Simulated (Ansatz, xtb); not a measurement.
**CH5BN+: where a starting geometry ends**

The starting geometry of this gas-phase singlet was built from a drawn formula by distance geometry and a force field; its bonds are those of `[BH+]CN`.

```xyz
8

C     0.5435   -1.5011   -0.8798
B    -1.0301   -1.4159   -1.1498
N     0.6630   -0.4757    0.1416
H    -1.6132   -1.4042   -1.8647
H     0.7854   -2.5147   -0.4663
H     1.2662   -1.3100   -1.7092
H     1.6493   -0.3998    0.4396
H     0.3548    0.4341   -0.2792
```

Question: Where would you expect an optimisation with r2SCAN-D4/def2-SVP to take it?

Answer: It rearranges to `B1C[NH2+]1`. Distances that change by over a tenth: B2–H4 (0.92 → 1.19 Å). Contacts that close: B2–N3 (2.33 → 1.52 Å).

The energy falls by 4.56 eV over 13 steps:

```
step  E − E(last) (eV)
   1             4.564
   2             2.182
   4             1.437
   5             1.056
   6             0.573
   8             0.103
   9             0.010
  10             0.003
  12             0.000
  13             0.000
```

Final geometry (Å):

```xyz
8

C     0.8037   -1.6620   -1.1162
B    -0.6327   -1.2336   -1.0082
N     0.4307   -0.4756   -0.2229
H    -1.8077   -1.1896   -1.1651
H     1.1850   -2.5270   -0.5583
H     1.4191   -1.3831   -1.9812
H     0.5030   -0.5838    0.7960
H     0.7177    0.4673   -0.5119
```

From the same start GFN2-xTB reaches the same bonding as this run.

The end wasn't checked by frequencies. Run with Ansatz 0.2.0, 16 s on 2 threads of Arm Neoverse V1, with other jobs on the host.
